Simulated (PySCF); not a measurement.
**The bond of Li₂+, level by level**

One table from this session's results is given with a row withheld; the runs are named, their logs left out.

Computed with PySCF 2.14.0. Level: Li aug-cc-pVDZ, no relativity.

1 further run of the same task is left out (it didn't finish).

Set-up of the first run:

A driver script around PySCF takes these settings:

- atoms: Li, Li
- charge: 1
- basis: Li aug-cc-pVDZ
- Hamiltonian: no relativity
- basis functions: 46
- electrons treated: 5
- masses in u: 7.0160, 7.0160
- levels: PBE0, PBE, r²SCAN, PW91, TPSSh, HSE06, HF, MP2, SCS-MP2, CCSD, CCSD(T)
- grid: 80 radial by 434 angular points
- occupations: held fixed by the projection of orbital angular momentum
- dissociation limit: Li+ + Li, each in its ground configuration
- starting distance in angstrom: 2.670
- values of 2S to try: 1, 3

Started as:

```sh
> OMP_NUM_THREADS=1 python dia.py task.json out
```

Among the steps run: Input; PBE0 along the bond; PBE (GGA); r²SCAN (meta-GGA); PW91 (GGA); TPSSh; HSE06 (range-separated hybrid); UHF; Adding correlation.

One table of the session follows, with a row left open; its other results are not shown here.

It belongs to the step «The curves together». Energy (eV) from each level's lowest point:

```
R (Å)    UHF  UHF-MP2  UHF-SCS-MP2  UHF-CCSD  UHF-CCSD(T)
2.682  0.134    0.127        0.126       n/a          n/a
2.806  0.067    0.063        0.062     0.063        0.063
2.931  0.025    0.023        0.023     0.023        0.023
3.025  0.008    0.007        0.007     0.007        0.007
3.118  0.000    0.000        0.000     0.000        0.000
3.212  0.000    0.001        0.001     0.001        0.001
3.336  0.012    0.013        0.014     0.014        0.014
3.492      ?        ?            ?         ?            ?
3.679  0.087    0.090        0.091     0.091        0.091
3.929  0.167    0.171        0.171       n/a          n/a
```

Estimate the missing values for R (Å) = 3.492.

Worked estimate for «UHF». A straight line through the neighbours (3.336, 0.012) and (3.679, 0.087) gives 0.012 + (0.087 − 0.012) × (3.492 − 3.336) / (3.679 − 3.336) = 0.046; a parabola fitted to 4 rows on both sides gives 0.041.

The run gave: UHF: 0.039; UHF-MP2: 0.042; UHF-SCS-MP2: 0.042; UHF-CCSD: 0.042; UHF-CCSD(T): 0.042. In «UHF» the line misses by +0.007 and the parabola by +0.002.
